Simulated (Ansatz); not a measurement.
Reaction (cleavage of the Si–Al bond): `[SiH3][AlH][Cl]` + CH₃OH → `CO[SiH3]` + `[AlH2][Cl]`

Calculated with Ansatz (gas phase, PBE0-D4/def2-TZVP geometries, no zero-point term in ΔE). CCSD(T)/CBS is the MP2 limit (def2-TZVPP, def2-QZVPP) plus CCSD(T) − MP2 in def2-TZVPP, frozen cores. This one scheme is used for every species. DFT in def2-TZVPP.

| species | r2SCAN0 energy (Eh) |
| --- | --- |
| `[SiH3][AlH][Cl]` | -994.51232 |
| CH₃OH | -115.69141 |
| `CO[SiH3]` | -406.39683 |
| `[AlH2][Cl]` | -703.83592 |

Problem. Work out ΔE.

Solution. ΔE = (-406.39683) + (-703.83592) − (-994.51232) − (-115.69141) = -0.02902 Eh = -0.79 eV. CCSD(T)/CBS gives -0.82 eV.

Largest T1 diagnostic among the species: 0.011.

From BLYP to BHLYP (50 % exact exchange), in def2-TZVPP and without D4, ΔE moves by −0.15 eV. Leaving LDA and LC-ωPBE aside and taking each functional with its dispersion term where it has one, the values, not all of them listed here, spread over 0.34 eV, from BHLYP-D4 to PBE-D4. LDA lies −0.06 eV from PBE without D4.
